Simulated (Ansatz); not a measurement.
Reaction (SMILES): [CH] (CH) → CH+ (singlet, bonded as [CH]) + e-
B3LYP-D3(BJ)/def2-TZVP geometries, fixed; electronic energies without zero-point terms.

The adiabatic ionisation energy at CCSD(T) with Ansatz (a program for electronic structure), in eV, split into its Hartree-Fock and correlation parts. Cores are frozen. The T1 diagnostic of CCSD is high for at least one species. A restricted Hartree-Fock determinant is unstable towards unrestricted orbitals. An unrestricted Hartree-Fock determinant is markedly spin-contaminated. Open shells are unrestricted. No added dispersion term, no relativity. Functions are those of the species that has most.

```json
[
 {"basis": "aug-cc-pVDZ", "X": "2", "functions": "32", "Hartree-Fock": "10.261", "CCSD(T)": "10.424"},
 {"basis": "aug-cc-pVTZ", "X": "3", "functions": "69", "Hartree-Fock": "10.282", "CCSD(T)": "10.557"},
 {"basis": "aug-cc-pVQZ", "X": "4", "functions": "126", "Hartree-Fock": "10.287", "CCSD(T)": "10.584"},
 {"basis": "aug-cc-pV5Z", "X": "5", "functions": "207", "Hartree-Fock": "10.288", "CCSD(T)": "10.594"}
]
```

Worked estimate of the basis-set limit from each neighbouring pair, with Hartree-Fock from the larger set and the correlation part extrapolated as X^-3.
Correlation parts: X = 2: 0.163, X = 3: 0.275, X = 4: 0.297, X = 5: 0.306.
- (2,3): (27·(0.275) - 8·(0.163))/19 = 0.322; with Hartree-Fock 10.282 the estimate is 10.604 eV.
- (3,4): (64·(0.297) - 27·(0.275))/37 = 0.313; with Hartree-Fock 10.287 the estimate is 10.600 eV.
- (4,5): (125·(0.306) - 64·(0.297))/61 = 0.315; with Hartree-Fock 10.288 the estimate is 10.603 eV.
The last two estimates differ by 0.003 eV; the largest set lies 0.009 from the last. Over the last step Hartree-Fock moves by 0.001 and the correlation part by 0.009.
